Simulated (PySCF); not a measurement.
# Cl₂⁻: everyday levels beside a composite calculation

PySCF; the state is a doublet (σ ↑). The composite is CCSD(T) extrapolated to the basis-set limit from two correlation-consistent sets, with core-valence (CV) and scalar-relativistic (SR) terms as its label shows; it has no spin–orbit coupling and nothing beyond (T). Here it is CCSD(T)/CBS(DT)+SR. It gives Re = 2.579 Å, ωe = 260 cm⁻¹ and De = 1.29 eV to Cl + Cl⁻.

| level | basis | relativity | Re (Å) | ωe (cm⁻¹) | De (eV) |
| --- | --- | --- | --- | --- | --- |
| UHF-SCS-MP2 | aug-cc-pVDZ-DK | spin-free X2C | 2.644 | 253 | 1.10 |
| UHF-SCS-MP2 | def2-TZVPPD | no relativity | 2.586 | 260 | 1.14 |
| LDA | def2-TZVPPD | no relativity | 2.583 | 235 | 2.12 |
| PBE | def2-TZVPPD | no relativity | 2.688 | 195 | 1.77 |
| r²SCAN | aug-cc-pVDZ-DK | spin-free X2C | 2.704 | 206 | 1.69 |
| PBE0 | aug-cc-pVDZ-DK | spin-free X2C | 2.660 | 222 | 1.55 |
| PBE0 | aug-cc-pV(D+d)Z | no relativity | 2.650 | 223 | 1.56 |
| r²SCAN0 | aug-cc-pVDZ-DK | spin-free X2C | 2.651 | 231 | 1.49 |
| M06 | def2-TZVPPD | no relativity | 2.687 | 198 | 1.52 |
| MN15 | def2-TZVPPD | no relativity | 2.650 | 224 | 1.46 |

**Question.** Give the difference of each row from the composite.

**Answer.** 

| level | basis | ΔRe (pm) | Δωe (%) | ΔDe (eV) |
| --- | --- | --- | --- | --- |
| UHF-SCS-MP2 | aug-cc-pVDZ-DK | +6.5 | -2.7 | -0.19 |
| UHF-SCS-MP2 | def2-TZVPPD | +0.7 | +0.0 | -0.15 |
| LDA | def2-TZVPPD | +0.4 | -9.6 | +0.83 |
| PBE | def2-TZVPPD | +10.9 | -25.0 | +0.48 |
| r²SCAN | aug-cc-pVDZ-DK | +12.5 | -20.8 | +0.40 |
| PBE0 | aug-cc-pVDZ-DK | +8.1 | -14.6 | +0.26 |
| PBE0 | aug-cc-pV(D+d)Z | +7.1 | -14.2 | +0.27 |
| r²SCAN0 | aug-cc-pVDZ-DK | +7.2 | -11.2 | +0.20 |
| M06 | def2-TZVPPD | +10.8 | -23.8 | +0.23 |
| MN15 | def2-TZVPPD | +7.1 | -13.8 | +0.17 |

**Question.** Which rows come closest in De?

**Answer.** UHF-SCS-MP2 in def2-TZVPPD (-0.15 eV), counted from the composite.

Correlated steps freeze 10 core orbitals. Correlated levels converge slowly with the basis: in double zeta they bind strong bonds too weakly, by up to about 1 eV, and carry superposition errors of some tenths. The state was picked by a PBE0 search and need not be the measured ground state.
